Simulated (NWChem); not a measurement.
Molecule: isobutene (C4H8); SMILES C=C(C)C

Question: Give the equilibrium geometry at PBE0/def2-SVP (NWChem) as a Z-matrix, with the point group.

Answer: point group C2v; any orientation.
```
C
C 1 1.3382
H 2 1.0938 1 121.43
H 2 1.0938 3 117.13 1 -180.00
C 1 1.5003 2 122.12 3 180.00
H 5 1.0990 1 112.03 2 -0.13
H 5 1.1035 6 108.22 1 -122.59
H 5 1.1035 6 108.19 7 -114.86
C 1 1.5003 2 122.12 3 0.00
H 9 1.0990 1 112.03 2 -0.13
H 9 1.1035 10 108.22 1 -122.59
H 9 1.1035 10 108.19 11 -114.86
```
